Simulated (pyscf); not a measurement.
Optimised with ωB97X-D3(BJ)/def2-SVP in PySCF. Correlated levels are frozen-core, on RHF or UHF. ΔMP2 is the change of the MP2 total energy from the triple- to the quadruple-zeta basis.

Task: For `[PH2][GeH3]` → `[PH3]` + `[GeH2]` [singlet], a 1,1-elimination (singlet surface; Ge–P, Ge–H broken, H–P formed), PBE/def2-TZVP gives ΔE‡ = 54.3 kcal/mol and ΔE = +45.1 kcal/mol (zero: the reactant's lowest minimum found). In which direction and how far do B3LYP-D3(BJ)/def2-TZVP, PBE0-D3(BJ)/def2-TZVP, CCSD(T)/def2-TZVPP + ΔMP2(QZVPP) move these?

Result: B3LYP-D3(BJ): ΔE‡ = 61.5 kcal/mol, ΔE = +42.6 kcal/mol; PBE0-D3(BJ): ΔE‡ = 61.0 kcal/mol, ΔE = +48.8 kcal/mol; CCSD(T): ΔE‡ = 64.3 kcal/mol, ΔE = +46.2 kcal/mol. PBE's barrier lies under all of them, by 6.7 to 10.1 kcal/mol. Its reaction energy lies among theirs. Low barriers are usual for a GGA, whose delocalisation error favours stretched bonds. On the product side the descent ends in an adduct with a Ge–P contact, 26.8 kcal/mol under the separated species and 45.3 kcal/mol under the saddle at ωB97X-D3(BJ)/def2-TZVP. What is counted as broken (Ge–P) persists as a longer contact in the product adduct; parting that adduct is a step of its own. At ωB97X-D3(BJ) the barrier from the zero used here is 69.2 kcal/mol. The same reactants have a lower exit, to H₂P–GeH: [singlet] + H₂ (barrier +53.2 kcal/mol at ωB97M-D3(BJ), against +67.2 kcal/mol here). This is the saddle that the search found; another between the same sides may lie lower. The CCSD(T) − MP2 part came from Ansatz, without density fitting, on the same reference. The frozen core leaves the outer d or s,p core shells of the metals and heavy elements correlated in the MP2 and CC values, and def2-TZVPP describes them poorly, which can shift differences by a few kcal/mol. Elements up to Kr have no core potential and no relativistic terms here.
